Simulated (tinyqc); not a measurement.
Inside a calculation (part 1 of 2). Method: UHF in the sto-3g basis, for BH3, spin multiplicity 1. Computed by tinyqc, a small Python program that keeps every step (integrals from PySCF). Settings: charge = 0, multiplicity = 1, basis = sto-3g, energy threshold = 1e-08, iteration cap = 86, orthogonalisation = symmetric, start = core, DIIS depth = 3, DIIS from iteration = 2, method = UHF, break = 0.2. Command: `OMP_NUM_THREADS=1 python tinyqc.py 23110 23111 out.jsonl` (the two numbers bound the seeds that draw the settings). One thread of a shared host (Intel(R) Xeon(R) Processor @ 2.60GHz), about 0.1 s of CPU time with the checks. Later iterations appear only in the table of the cycle.

## One-electron integrals

Geometry (angstrom):

| atom | x | y | z |
|---|---|---|---|
| B | 0.0000 | 0.0000 | 0.0010 |
| H | 1.3590 | 0.0000 | 0.0000 |
| H | -0.6800 | 1.1770 | 0.0000 |
| H | -0.6800 | -1.1770 | 0.0000 |

Basis sto-3g: exponents (1/bohr^2) and contraction coefficients of normalised primitives:

| element | l (shell) | exponent | coefficient |
|---|---|---|---|
| B | s (1) | 48.7911 | 0.1543 |
| B | s (1) | 8.8874 | 0.5353 |
| B | s (1) | 2.4053 | 0.4446 |
| B | s (2) | 2.2370 | -0.1000 |
| B | s (2) | 0.5198 | 0.3995 |
| B | s (2) | 0.1691 | 0.7001 |
| B | p (3) | 2.2370 | 0.1559 |
| B | p (3) | 0.5198 | 0.6077 |
| B | p (3) | 0.1691 | 0.3920 |
| H | s (1) | 3.4253 | 0.1543 |
| H | s (1) | 0.6239 | 0.5353 |
| H | s (1) | 0.1689 | 0.4446 |

Overlap, kinetic and nuclear-attraction integrals over the contracted functions; the nuclear repulsion is the sum of Za Zb / Rab.

nuclear repulsion = 6.514248 hartree

overlap S, lower triangle:
```
         1B 1s   1B 2s   1B 2px   1B 2py   1B 2pz   2H 1s   3H 1s   4H 1s
1B 1s   1.0000
1B 2s   0.2693  1.0000
1B 2px  0.0000  0.0000   1.0000
1B 2py  0.0000  0.0000   0.0000   1.0000
1B 2pz  0.0000  0.0000   0.0000   0.0000   1.0000
2H 1s   0.0454  0.3925   0.4272   0.0000  -0.0003  1.0000
3H 1s   0.0453  0.3923  -0.2136   0.3698  -0.0003  0.0648  1.0000
4H 1s   0.0453  0.3923  -0.2136  -0.3698  -0.0003  0.0648  0.0648  1.0000
```

kinetic energy T (hartree), lower triangle:
```
          1B 1s   1B 2s   1B 2px   1B 2py   1B 2pz    2H 1s    3H 1s   4H 1s
1B 1s   10.8263
1B 2s   -0.0480  0.3592
1B 2px   0.0000  0.0000   1.1239
1B 2py   0.0000  0.0000   0.0000   1.1239
1B 2pz   0.0000  0.0000   0.0000   0.0000   1.1239
2H 1s   -0.0128  0.0520   0.1534   0.0000  -0.0001   0.7600
3H 1s   -0.0128  0.0519  -0.0767   0.1327  -0.0001  -0.0113   0.7600
4H 1s   -0.0128  0.0519  -0.0767  -0.1327  -0.0001  -0.0113  -0.0113  0.7600
```

nuclear attraction V (hartree), lower triangle:
```
           1B 1s    1B 2s   1B 2px   1B 2py   1B 2pz    2H 1s    3H 1s    4H 1s
1B 1s   -24.3154
1B 2s    -3.4539  -4.9184
1B 2px    0.0000   0.0000  -4.9346
1B 2py    0.0000   0.0000   0.0000  -4.9344
1B 2pz    0.0000   0.0003   0.0000   0.0000  -4.7938
2H 1s    -0.5836  -1.6218  -1.6575   0.0000   0.0013  -3.6088
3H 1s    -0.5831  -1.6211   0.8289  -1.4346   0.0013  -0.2562  -3.6084
4H 1s    -0.5831  -1.6211   0.8289   1.4346   0.0013  -0.2562  -0.2563  -3.6084
```

core Hamiltonian H = T + V (hartree), lower triangle:
```
           1B 1s    1B 2s   1B 2px   1B 2py   1B 2pz    2H 1s    3H 1s    4H 1s
1B 1s   -13.4891
1B 2s    -3.5019  -4.5592
1B 2px    0.0000   0.0000  -3.8107
1B 2py    0.0000   0.0000   0.0000  -3.8106
1B 2pz    0.0000   0.0003   0.0000   0.0000  -3.6699
2H 1s    -0.5964  -1.5699  -1.5041   0.0000   0.0012  -2.8488
3H 1s    -0.5960  -1.5692   0.7522  -1.3019   0.0012  -0.2675  -2.8484
4H 1s    -0.5960  -1.5692   0.7522   1.3019   0.0012  -0.2675  -0.2676  -2.8484
```

## Two-electron integrals

Functions are numbered as in S; the eight-fold symmetry (ij|kl) = (ji|kl) = (kl|ij) leaves the list below.

Two-electron integrals (ij|kl) in chemists' order, unique and non-zero (hartree):
```
(11|11) 2.9235      (21|11) 0.5184      (21|21) 0.1093      (22|11) 0.7442
(22|21) 0.1932      (22|22) 0.5448      (31|31) 0.0203      (32|31) 0.0300
(32|32) 0.1203      (33|11) 0.7425      (33|21) 0.1932      (33|22) 0.5447
(33|33) 0.5868      (41|41) 0.0203      (42|41) 0.0300      (42|42) 0.1203
(43|43) 0.0316      (44|11) 0.7425      (44|21) 0.1932      (44|22) 0.5447
(44|33) 0.5235      (44|44) 0.5868      (51|51) 0.0203      (52|51) 0.0300
(52|52) 0.1203      (53|53) 0.0316      (54|54) 0.0316      (55|11) 0.7425
(55|21) 0.1932      (55|22) 0.5447      (55|33) 0.5235      (55|44) 0.5235
(55|55) 0.5868      (61|11) 0.0869      (61|21) 0.0183      (61|22) 0.0324
(61|31) 0.0013      (61|32) 0.0024      (61|33) 0.0327      (61|44) 0.0323
(61|51) -9.58e-07   (61|52) -1.78e-06   (61|53) -3.52e-07   (61|55) 0.0323
(61|61) 0.0031      (62|11) 0.2211      (62|21) 0.0584      (62|22) 0.1826
(62|31) 0.0064      (62|32) 0.0400      (62|33) 0.1930      (62|44) 0.1772
(62|51) -4.71e-06   (62|52) -2.94e-05   (62|53) -1.16e-05   (62|55) 0.1772
(62|61) 0.0104      (62|62) 0.0864      (63|11) 0.2117      (63|21) 0.0566
(63|22) 0.1867      (63|31) 0.0110      (63|32) 0.0641      (63|33) 0.2063
(63|44) 0.1769      (63|51) -3.91e-06   (63|52) -2.73e-05   (63|53) -1.62e-05
(63|55) 0.1769      (63|61) 0.0106      (63|62) 0.1033      (63|63) 0.1302
(64|41) 0.0057      (64|42) 0.0269      (64|43) 0.0073      (64|54) -5.40e-06
(64|64) 0.0092      (65|11) -1.56e-04   (65|21) -4.16e-05   (65|22) -1.37e-04
(65|31) -3.91e-06   (65|32) -2.73e-05   (65|33) -1.41e-04   (65|44) -1.30e-04
(65|51) 0.0057      (65|52) 0.0269      (65|53) 0.0073      (65|55) -1.41e-04
(65|61) -7.77e-06   (65|62) -7.60e-05   (65|63) -8.90e-05   (65|65) 0.0092
(66|11) 0.3862      (66|21) 0.1038      (66|22) 0.3681      (66|31) 0.0133
(66|32) 0.1117      (66|33) 0.4107      (66|44) 0.3466      (66|51) -9.81e-06
(66|52) -8.22e-05   (66|53) -4.71e-05   (66|55) 0.3466      (66|61) 0.0188
(66|62) 0.2267      (66|63) 0.2938      (66|65) -2.16e-04   (66|66) 0.7746
(71|11) 0.0868      (71|21) 0.0182      (71|22) 0.0324      (71|31) -0.0007
(71|32) -0.0012     (71|33) 0.0324      (71|41) 0.0011      (71|42) 0.0021
(71|43) -2.07e-04   (71|44) 0.0326      (71|51) -9.57e-07   (71|52) -1.77e-06
(71|53) 1.76e-07    (71|54) -3.05e-07   (71|55) 0.0322      (71|61) 0.0030
(71|62) 0.0095      (71|63) 0.0090      (71|64) 3.72e-04    (71|65) -7.12e-06
(71|66) 0.0169      (71|71) 0.0031      (72|11) 0.2210      (72|21) 0.0583
(72|22) 0.1825      (72|31) -0.0032     (72|32) -0.0200     (72|33) 0.1811
(72|41) 0.0055      (72|42) 0.0346      (72|43) -0.0068     (72|44) 0.1890
(72|51) -4.71e-06   (72|52) -2.94e-05   (72|53) 5.82e-06    (72|54) -1.01e-05
(72|55) 0.1771      (72|61) 0.0095      (72|62) 0.0556      (72|63) 0.0536
(72|64) 0.0066      (72|65) -4.78e-05   (72|66) 0.1103      (72|71) 0.0104
(72|72) 0.0864      (73|11) -0.1058     (73|21) -0.0283     (73|22) -0.0934
(73|31) 0.0070      (73|32) 0.0362      (73|33) -0.0976     (73|41) -0.0023
(73|42) -0.0161     (73|43) 0.0095      (73|44) -0.0940     (73|51) 1.96e-06
(73|52) 1.37e-05    (73|53) -8.10e-06   (73|54) 4.68e-06    (73|55) -0.0885
(73|61) -0.0042     (73|62) -0.0211     (73|63) -0.0160     (73|64) -0.0017
(73|65) 1.79e-05    (73|66) -0.0376     (73|71) -0.0053     (73|72) -0.0517
(73|73) 0.0394      (74|11) 0.1832      (74|21) 0.0490      (74|22) 0.1616
(74|31) -0.0023     (74|32) -0.0161     (74|33) 0.1563      (74|41) 0.0097
(74|42) 0.0547      (74|43) -0.0092     (74|44) 0.1753      (74|51) -3.39e-06
(74|52) -2.36e-05   (74|53) 4.68e-06    (74|54) -1.35e-05   (74|55) 0.1531
(74|61) 0.0080      (74|62) 0.0497      (74|63) 0.0478      (74|64) 0.0106
(74|65) -4.19e-05   (74|66) 0.0992      (74|71) 0.0091      (74|72) 0.0894
(74|73) -0.0524     (74|74) 0.0998      (75|11) -1.56e-04   (75|21) -4.16e-05
(75|22) -1.37e-04   (75|31) 1.96e-06    (75|32) 1.37e-05    (75|33) -1.33e-04
(75|41) -3.39e-06   (75|42) -2.36e-05   (75|43) 4.68e-06    (75|44) -1.38e-04
(75|51) 0.0057      (75|52) 0.0269      (75|53) -0.0037     (75|54) 0.0064
(75|55) -1.41e-04   (75|61) -7.12e-06   (75|62) -4.78e-05   (75|63) -4.52e-05
(75|64) -5.44e-06   (75|65) 0.0053      (75|66) -9.88e-05   (75|71) -7.75e-06
(75|72) -7.60e-05   (75|73) 4.45e-05    (75|74) -7.70e-05   (75|75) 0.0092
(76|11) 0.0350      (76|21) 0.0093      (76|22) 0.0294      (76|31) 4.31e-04
(76|32) 0.0027      (76|33) 0.0296      (76|41) 0.0007      (76|42) 0.0047
(76|43) 2.82e-04    (76|44) 0.0300      (76|51) -1.27e-06   (76|52) -8.07e-06
(76|53) -1.19e-06   (76|54) -2.07e-06   (76|55) 0.0285      (76|61) 0.0016
(76|62) 0.0117      (76|63) 0.0130      (76|64) 0.0013      (76|65) -1.13e-05
(76|66) 0.0277      (76|71) 0.0016      (76|72) 0.0117      (76|73) -0.0054
(76|74) 0.0119      (76|75) -1.13e-05   (76|76) 0.0021      (77|11) 0.3861
(77|21) 0.1038      (77|22) 0.3680      (77|31) -0.0067     (77|32) -0.0558
(77|33) 0.3626      (77|41) 0.0115      (77|42) 0.0967      (77|43) -0.0277
(77|44) 0.3946      (77|51) -9.80e-06   (77|52) -8.21e-05   (77|53) 2.36e-05
(77|54) -4.08e-05   (77|55) 0.3465      (77|61) 0.0169      (77|62) 0.1103
(77|63) 0.1048      (77|64) 0.0171      (77|65) -9.89e-05   (77|66) 0.2246
(77|71) 0.0188      (77|72) 0.2266      (77|73) -0.1469     (77|74) 0.2543
(77|75) -2.16e-04   (77|76) 0.0277      (77|77) 0.7746      (81|11) 0.0868
(81|21) 0.0182      (81|22) 0.0324      (81|31) -0.0007     (81|32) -0.0012
(81|33) 0.0324      (81|41) -0.0011     (81|42) -0.0021     (81|43) 2.07e-04
(81|44) 0.0326      (81|51) -9.57e-07   (81|52) -1.77e-06   (81|53) 1.76e-07
(81|54) 3.05e-07    (81|55) 0.0322      (81|61) 0.0030      (81|62) 0.0095
(81|63) 0.0090      (81|64) -3.72e-04   (81|65) -7.12e-06   (81|66) 0.0169
(81|71) 0.0030      (81|72) 0.0095      (81|73) -0.0048     (81|74) 0.0076
(81|75) -7.12e-06   (81|76) 0.0015      (81|77) 0.0169      (81|81) 0.0031
(82|11) 0.2210      (82|21) 0.0583      (82|22) 0.1825      (82|31) -0.0032
(82|32) -0.0200     (82|33) 0.1811      (82|41) -0.0055     (82|42) -0.0346
(82|43) 0.0068      (82|44) 0.1890      (82|51) -4.71e-06   (82|52) -2.94e-05
(82|53) 5.82e-06    (82|54) 1.01e-05    (82|55) 0.1771      (82|61) 0.0095
(82|62) 0.0556      (82|63) 0.0536      (82|64) -0.0066     (82|65) -4.78e-05
(82|66) 0.1103      (82|71) 0.0095      (82|72) 0.0556      (82|73) -0.0325
(82|74) 0.0431      (82|75) -4.78e-05   (82|76) 0.0084      (82|77) 0.1103
(82|81) 0.0104      (82|82) 0.0864      (83|11) -0.1058     (83|21) -0.0283
(83|22) -0.0934     (83|31) 0.0070      (83|32) 0.0362      (83|33) -0.0976
(83|41) 0.0023      (83|42) 0.0161      (83|43) -0.0095     (83|44) -0.0940
(83|51) 1.96e-06    (83|52) 1.37e-05    (83|53) -8.10e-06   (83|54) -4.68e-06
(83|55) -0.0885     (83|61) -0.0042     (83|62) -0.0211     (83|63) -0.0160
(83|64) 0.0017      (83|65) 1.79e-05    (83|66) -0.0376     (83|71) -0.0048
(83|72) -0.0325     (83|73) 0.0239      (83|74) -0.0248     (83|75) 2.73e-05
(83|76) -0.0039     (83|77) -0.0672     (83|81) -0.0053     (83|82) -0.0517
(83|83) 0.0394      (84|11) -0.1832     (84|21) -0.0490     (84|22) -0.1616
(84|31) 0.0023      (84|32) 0.0161      (84|33) -0.1563     (84|41) 0.0097
(84|42) 0.0547      (84|43) -0.0092     (84|44) -0.1753     (84|51) 3.39e-06
(84|52) 2.36e-05    (84|53) -4.68e-06   (84|54) -1.35e-05   (84|55) -0.1531
(84|61) -0.0080     (84|62) -0.0497     (84|63) -0.0478     (84|64) 0.0106
(84|65) 4.19e-05    (84|66) -0.0992     (84|71) -0.0076     (84|72) -0.0431
(84|73) 0.0248      (84|74) -0.0293     (84|75) 3.64e-05    (84|76) -0.0067
(84|77) -0.0821     (84|81) -0.0091     (84|82) -0.0894     (84|83) 0.0524
(84|84) 0.0998      (85|11) -1.56e-04   (85|21) -4.16e-05   (85|22) -1.37e-04
(85|31) 1.96e-06    (85|32) 1.37e-05    (85|33) -1.33e-04   (85|41) 3.39e-06
(85|42) 2.36e-05    (85|43) -4.68e-06   (85|44) -1.38e-04   (85|51) 0.0057
(85|52) 0.0269      (85|53) -0.0037     (85|54) -0.0064     (85|55) -1.41e-04
(85|61) -7.12e-06   (85|62) -4.78e-05   (85|63) -4.52e-05   (85|64) 5.44e-06
(85|65) 0.0053      (85|66) -9.88e-05   (85|71) -7.12e-06   (85|72) -4.78e-05
(85|73) 2.73e-05    (85|74) -3.64e-05   (85|75) 0.0053      (85|76) -7.81e-06
(85|77) -9.88e-05   (85|81) -7.75e-06   (85|82) -7.60e-05   (85|83) 4.45e-05
(85|84) 7.70e-05    (85|85) 0.0092      (86|11) 0.0350      (86|21) 0.0093
(86|22) 0.0294      (86|31) 4.31e-04    (86|32) 0.0027      (86|33) 0.0296
(86|41) -0.0007     (86|42) -0.0047     (86|43) -2.82e-04   (86|44) 0.0300
(86|51) -1.27e-06   (86|52) -8.07e-06   (86|53) -1.19e-06   (86|54) 2.07e-06
(86|55) 0.0285      (86|61) 0.0016      (86|62) 0.0117      (86|63) 0.0130
(86|64) -0.0013     (86|65) -1.13e-05   (86|66) 0.0277      (86|71) 0.0015
(86|72) 0.0084      (86|73) -0.0039     (86|74) 0.0067      (86|75) -7.81e-06
(86|76) 0.0016      (86|77) 0.0163      (86|81) 0.0016      (86|82) 0.0117
(86|83) -0.0054     (86|84) -0.0119     (86|85) -1.13e-05   (86|86) 0.0021
(87|11) 0.0351      (87|21) 0.0093      (87|22) 0.0294      (87|31) -0.0009
(87|32) -0.0055     (87|33) 0.0301      (87|44) 0.0295      (87|51) -1.27e-06
(87|52) -8.07e-06   (87|53) 2.39e-06    (87|55) 0.0285      (87|61) 0.0015
(87|62) 0.0084      (87|63) 0.0078      (87|65) -7.81e-06   (87|66) 0.0163
(87|71) 0.0016      (87|72) 0.0117      (87|73) -0.0077     (87|74) 0.0106
(87|75) -1.13e-05   (87|76) 0.0016      (87|77) 0.0277      (87|81) 0.0016
(87|82) 0.0117      (87|83) -0.0077     (87|84) -0.0106     (87|85) -1.13e-05
(87|86) 0.0016      (87|87) 0.0021      (88|11) 0.3861      (88|21) 0.1038
(88|22) 0.3680      (88|31) -0.0067     (88|32) -0.0558     (88|33) 0.3626
(88|41) -0.0115     (88|42) -0.0967     (88|43) 0.0277      (88|44) 0.3946
(88|51) -9.80e-06   (88|52) -8.21e-05   (88|53) 2.36e-05    (88|54) 4.08e-05
(88|55) 0.3465      (88|61) 0.0169      (88|62) 0.1103      (88|63) 0.1048
(88|64) -0.0171     (88|65) -9.89e-05   (88|66) 0.2246      (88|71) 0.0169
(88|72) 0.1103      (88|73) -0.0672     (88|74) 0.0821      (88|75) -9.88e-05
(88|76) 0.0163      (88|77) 0.2246      (88|81) 0.0188      (88|82) 0.2266
(88|83) -0.1469     (88|84) -0.2543     (88|85) -2.16e-04   (88|86) 0.0277
(88|87) 0.0277      (88|88) 0.7746
```

## Orthogonalisation

S = U s U^T; symmetric (Loewdin) form X = U s^(-1/2) U^T, so that X^T S X = 1.

eigenvalues of S: 0.3471  0.4434  0.4437  0.9638  1.0000  1.4916  1.4918  1.8187

X, lower triangle:
```
          1B 1s    1B 2s   1B 2px   1B 2py  1B 2pz    2H 1s    3H 1s   4H 1s
1B 1s    1.0328
1B 2s   -0.1703   1.2732
1B 2px   0.0000   0.0000   1.1391
1B 2py   0.0000   0.0000   0.0000   1.1390
1B 2pz   0.0000  -0.0002   0.0000   0.0000  1.0000
2H 1s    0.0255  -0.2560  -0.2783   0.0000  0.0002   1.1715
3H 1s    0.0254  -0.2559   0.1392  -0.2408  0.0002  -0.0099   1.1713
4H 1s    0.0254  -0.2559   0.1392   0.2408  0.0002  -0.0099  -0.0099  1.1713
```

## Starting guess

The start is the orbitals of the core Hamiltonian, with HOMO and LUMO mixed by +/-0.2 rad for the two spins; D(s) = C_occ C_occ^T for each spin.

D(alpha) at the start, lower triangle:
```
          1B 1s    1B 2s   1B 2px   1B 2py   1B 2pz    2H 1s    3H 1s   4H 1s
1B 1s    1.0882
1B 2s   -0.3408   1.3013
1B 2px   0.0000   0.0000   1.1721
1B 2py  -0.0001   0.0002   0.0000   1.1256
1B 2pz   0.0003  -0.0013   0.0000   0.2108   0.0395
2H 1s    0.0307  -0.1027  -0.1574   0.0000   0.0001   0.0293
3H 1s    0.0307  -0.1027   0.0787  -0.1308  -0.0244  -0.0025   0.0286
4H 1s    0.0307  -0.1027   0.0787   0.1308   0.0246  -0.0025  -0.0018  0.0286
```

D(beta) at the start, lower triangle:
```
          1B 1s    1B 2s   1B 2px   1B 2py   1B 2pz    2H 1s    3H 1s   4H 1s
1B 1s    1.0882
1B 2s   -0.3408   1.3013
1B 2px   0.0000   0.0000   1.1721
1B 2py   0.0001  -0.0002   0.0000   1.1256
1B 2pz   0.0003  -0.0013   0.0000  -0.2108   0.0395
2H 1s    0.0307  -0.1027  -0.1574   0.0000   0.0001   0.0293
3H 1s    0.0307  -0.1027   0.0787  -0.1308   0.0246  -0.0025   0.0286
4H 1s    0.0307  -0.1027   0.0787   0.1308  -0.0244  -0.0025  -0.0018  0.0286
```

## Iteration 1: building the Fock matrix

J_ij = sum D_kl (ij|kl) with D = D(alpha) + D(beta), K_ij = sum D_kl (ik|jl) for each spin; F = H + J - K(s); E = tr D H + tr D J / 2 - 0.5 sum_s tr D(s) K(s) + E_nn.

Coulomb J (hartree), lower triangle:
```
          1B 1s    1B 2s   1B 2px   1B 2py   1B 2pz   2H 1s   3H 1s   4H 1s
1B 1s   10.4972
1B 2s    2.2331   4.8246
1B 2px  -0.0001  -0.0006   4.8591
1B 2py   0.0000   0.0000   0.0000   4.8540
1B 2pz  -0.0001  -0.0005   0.0000   0.0000   4.7476
2H 1s    0.3748   1.5600   1.5690   0.0000  -0.0012  3.0080
3H 1s    0.3745   1.5587  -0.7846   1.3569  -0.0012  0.2499  3.0053
4H 1s    0.3745   1.5587  -0.7846  -1.3569  -0.0012  0.2499  0.2501  3.0053
```

exchange K(alpha) (hartree), lower triangle:
```
         1B 1s    1B 2s   1B 2px   1B 2py   1B 2pz   2H 1s   3H 1s   4H 1s
1B 1s   3.0213
1B 2s   0.5855   0.8455
1B 2px  0.0000  -0.0002   0.7618
1B 2py  0.0000   0.0001   0.0000   0.7395
1B 2pz  0.0000  -0.0007   0.0000   0.1092   0.2324
2H 1s   0.1050   0.2522   0.2087   0.0000  -0.0002  0.1555
3H 1s   0.1048   0.2514  -0.1044   0.1754   0.0255  0.0471  0.1533
4H 1s   0.1048   0.2513  -0.1044  -0.1753  -0.0260  0.0471  0.0481  0.1533
```

exchange K(beta) (hartree), lower triangle:
```
         1B 1s    1B 2s   1B 2px   1B 2py   1B 2pz   2H 1s   3H 1s   4H 1s
1B 1s   3.0213
1B 2s   0.5855   0.8455
1B 2px  0.0000  -0.0002   0.7618
1B 2py  0.0000  -0.0001   0.0000   0.7395
1B 2pz  0.0000  -0.0007   0.0000  -0.1092   0.2324
2H 1s   0.1050   0.2522   0.2087   0.0000  -0.0002  0.1555
3H 1s   0.1048   0.2513  -0.1044   0.1753  -0.0260  0.0471  0.1533
4H 1s   0.1048   0.2514  -0.1044  -0.1754   0.0255  0.0471  0.0481  0.1533
```

F(alpha) (hartree), lower triangle:
```
          1B 1s    1B 2s   1B 2px   1B 2py   1B 2pz    2H 1s    3H 1s   4H 1s
1B 1s   -6.0131
1B 2s   -1.8543  -0.5801
1B 2px  -0.0001  -0.0003   0.2866
1B 2py   0.0000  -0.0001   0.0000   0.3039
1B 2pz  -0.0001   0.0005   0.0000  -0.1092   0.8453
2H 1s   -0.3267  -0.2621  -0.1438   0.0000   0.0002   0.0037
3H 1s   -0.3264  -0.2618   0.0719  -0.1204  -0.0256  -0.0646   0.0036
4H 1s   -0.3264  -0.2618   0.0719   0.1204   0.0259  -0.0646  -0.0656  0.0036
```

F(beta) (hartree), lower triangle:
```
          1B 1s    1B 2s   1B 2px   1B 2py   1B 2pz    2H 1s    3H 1s   4H 1s
1B 1s   -6.0131
1B 2s   -1.8543  -0.5801
1B 2px  -0.0001  -0.0003   0.2866
1B 2py   0.0000   0.0001   0.0000   0.3039
1B 2pz  -0.0001   0.0005   0.0000   0.1092   0.8453
2H 1s   -0.3267  -0.2621  -0.1438   0.0000   0.0002   0.0037
3H 1s   -0.3264  -0.2618   0.0719  -0.1204   0.0259  -0.0646   0.0036
4H 1s   -0.3264  -0.2618   0.0719   0.1204  -0.0256  -0.0646  -0.0656  0.0036
```

total energy of this density = -23.737491 hartree
